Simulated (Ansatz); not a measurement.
Which is lower?

Two relaxed structures of CH₃SSi (charge +1), closed shell (PBE0-D4/def2-TZVP; forces vanish, vibrations not checked).

A:

| atom | x (Å) | y (Å) | z (Å) |
| --- | --- | --- | --- |
| Si1 | -1.6124 | 0.5213 | -0.3623 |
| C2 | -0.0684 | -0.0605 | 0.3548 |
| S3 | 1.5469 | 0.6910 | 0.4625 |
| H4 | -0.4891 | -0.3061 | 1.3639 |
| H5 | -0.0442 | -1.0396 | -0.1896 |
| H6 | 2.1329 | -0.3298 | 1.1126 |

B:

```json
{"atom": "Si1", "x (Å)": "-1.7982", "y (Å)": "0.4742", "z (Å)": "-0.3330"}
{"atom": "C2", "x (Å)": "-0.0956", "y (Å)": "-0.1209", "z (Å)": "0.1233"}
{"atom": "S3", "x (Å)": "1.1151", "y (Å)": "0.5257", "z (Å)": "1.0262"}
{"atom": "H4", "x (Å)": "-1.2279", "y (Å)": "0.8126", "z (Å)": "-1.6997"}
{"atom": "H5", "x (Å)": "0.0403", "y (Å)": "-1.1667", "z (Å)": "-0.1823"}
{"atom": "H6", "x (Å)": "1.9663", "y (Å)": "-0.5250", "z (Å)": "1.0656"}
```

Computed with Ansatz 0.2.0 (basis: def2-TZVPP); correlated methods freeze the cores. B3LYP uses VWN-RPA correlation.

Task: Which structure is lower at CCSD(T), and by how much? (Judge from chemistry; the value comes from the calculation.)

Result: The calculation gives: A, by 0.360 eV (electronic energy, against the other). By their contacts, A is CH₃SSi ([Si][CH2][SH]), total charge +1 and B is CH₃SSi ([SiH][CH][SH]), total charge +1.

All methods give the same order:

```json
{"method": "PBE-D4", "E(B) − E(A) (eV)": "0.224"}
{"method": "r2SCAN-D4", "E(B) − E(A) (eV)": "0.171"}
{"method": "PBE0-D4", "E(B) − E(A) (eV)": "0.342"}
{"method": "B3LYP-D4", "E(B) − E(A) (eV)": "0.264"}
{"method": "wB97M-V", "E(B) − E(A) (eV)": "0.477"}
{"method": "HF", "E(B) − E(A) (eV)": "0.455"}
{"method": "MP2", "E(B) − E(A) (eV)": "0.504"}
{"method": "CCSD", "E(B) − E(A) (eV)": "0.436"}
{"method": "CCSD(T)", "E(B) − E(A) (eV)": "0.360"}
```

The T1 diagnostic stays at or below 0.024. The restricted Hartree–Fock reference is unstable towards an unrestricted one at one or more of these structures.

Labels in which every atom is bracketed show which atoms are joined, not bond orders.

For scale, one of the runs: CCSD(T)/def2-TZVPP, 157 basis functions, launched by `ansatz run in.yaml --threads 2 --pin off --events-out ev --progress --plain --max-ram 4352MiB`. Hardware: 2 CPU threads of an Intel Xeon Platinum 8559C, shared host. Wall time 13 s; peak host memory 1 GiB.
